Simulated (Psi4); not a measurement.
Psi4 input (wB97X-D/6-31G*):

```
memory 1500 MB

molecule {
-1 1
C     0.10850459    0.05504033   -0.05250686
O     0.22328157    1.21371744   -0.51862629
O    -1.20140996   -0.25340913    0.44854802
H    -1.65579332    0.58035355    0.27135946
C     1.01286197   -0.97365632    0.06482395
H     0.72779788   -1.92009361    0.50193316
H     2.02482319   -0.83103053   -0.28656900
symmetry c1
no_reorient
no_com
}

set {
  basis 6-31G*
  reference rks
  scf_type pk
  dft_radial_points 99
  dft_spherical_points 590
  e_convergence 1e-8
  d_convergence 1e-7
  maxiter 150
}

e = energy('wb97x-d')
print_out(f'\nFINAL {e:.10f} DIPOLE {variable("CURRENT DIPOLE")[0]:.6f} {variable("CURRENT DIPOLE")[1]:.6f} {variable("CURRENT DIPOLE")[2]:.6f}\n')
```

From the last part of the output:

```
    One-Electron Energy =                -542.5424756168458771
    Two-Electron Energy =                 222.1804951072141989
    DFT Exchange-Correlation Energy =     -20.3922812552440540
    Empirical Dispersion Energy =          -0.0011008677675960
    VV10 Nonlocal Energy =                  0.0000000000000000
    Total Energy =                       -228.3782266884961416

Computation Completed

Properties will be evaluated at   0.000000,   0.000000,   0.000000 [a0]

Properties computed using the SCF density matrix

 Multipole Moments:

 ------------------------------------------------------------------------------------
     Multipole            Electronic (a.u.)      Nuclear  (a.u.)        Total (a.u.)
 ------------------------------------------------------------------------------------

 L = 1.  Multiply by 2.5417464519 to convert [e a0] to [Debye]
 Dipole X            :         -0.7269276           -0.0000000           -0.7269277
 Dipole Y            :         -0.0019041           -0.0000001           -0.0019042
 Dipole Z            :          0.2149034           -0.0000000            0.2149034
 Magnitude           :                                                    0.7580310

 ------------------------------------------------------------------------------------

FINAL -228.3782266885 DIPOLE -0.726928 -0.001904 0.214903

*** Psi4 exiting successfully. Buy a developer a beer!
```

The dipole moment of an ion depends on the origin.
